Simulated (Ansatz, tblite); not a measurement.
Cost and result up the ladder for Li₃H₃ (6 atoms). Charge 0, multiplicity 1. Geometry: r2SCAN-D4/def2-TZVP.

```tsv
atom	x (Å)	y (Å)	z (Å)
Li1	-1.537	0.405	0.320
Li2	0.340	-0.954	-1.266
Li3	1.196	0.549	0.946
H4	-0.377	1.053	1.401
H5	-1.323	-0.611	-1.043
H6	1.700	-0.442	-0.358
```

Ansatz on 4 threads of Arm Neoverse N1 on a shared host; xTB runs through tblite on one thread. Times are rough, summed over both states, and most runs start from the orbitals of an earlier one. CCSD(T)/def2-TZVPP serves as the yardstick here, not as an exact answer. Differences are given only for rows in sets of like size (and for xTB, whose basis is part of the method), since another set adds its own error. The other state is a quintet at its own geometry, which has other bonds, so the gap mixes isomer and spin.

The xTB rows come from tblite. LC-ωPBE has ω = 0.4 bohr⁻¹. B3LYP takes the VWN-RPA correlation. HSE06 is defined as in plane-wave codes, on full-range PBE exchange. Correlated methods freeze no core orbitals; core or outer-core shells of Li are correlated, in sets that lack core-valence functions. In the quintet geometry the species has come apart into loosely held pieces. In the quintet, H4 and H5 lie 0.75 Å apart (atoms count from 1), so H2 has formed as a molecule. The structure comes from a short search, and lower isomers may exist.

Correlated methods converge slowly with the basis.

xTB has no spin-polarisation term.

```tsv
level	functions	wall time
GFN1-xTB	18	0.005 s
HF/6-31G	33	0.3 s
MP2/def2-TZVP	60	0.4 s
PBE-D4/def2-TZVP	60	1.2 s
B3LYP-D4/6-31G	33	1.3 s
HSE06-D4/def2-TZVP	60	1.5 s
RPA@PBE/def2-TZVP	60	1.8 s
LC-ωPBE/def2-TZVP	60	2.2 s
PBE0-D4/def2-TZVP	60	2.3 s
r2SCAN0-D4/def2-TZVP	60	2.7 s
r2SCAN-D4/def2-TZVP	60	2.8 s
B97M-V/def2-TZVP	60	5.1 s
CCSD(T)/def2-TZVPP	99	7 s
ωB97M-V/def2-TZVP (with forces)	60	8.6 s
```

**Question.** Estimate what each level gives for the quintet − singlet (eV).

**Answer.** 
| level | quintet − singlet (eV) | difference from CCSD(T)/def2-TZVPP (eV) |
| --- | --- | --- |
| GFN1-xTB | 11.70 | 5.01 |
| HF/6-31G | 4.81 | – |
| MP2/def2-TZVP | 5.92 | -0.76 |
| PBE-D4/def2-TZVP | 5.76 | -0.93 |
| B3LYP-D4/6-31G | 5.88 | – |
| HSE06-D4/def2-TZVP | 5.86 | -0.83 |
| RPA@PBE/def2-TZVP | 5.68 | -1.00 |
| LC-ωPBE/def2-TZVP | 6.65 | -0.03 |
| PBE0-D4/def2-TZVP | 5.87 | -0.81 |
| r2SCAN0-D4/def2-TZVP | 6.20 | -0.48 |
| r2SCAN-D4/def2-TZVP | 6.13 | -0.55 |
| B97M-V/def2-TZVP | 7.53 | 0.85 |
| CCSD(T)/def2-TZVPP | 6.68 | 0.00 |
| ωB97M-V/def2-TZVP (with forces) | 7.32 | 0.63 |
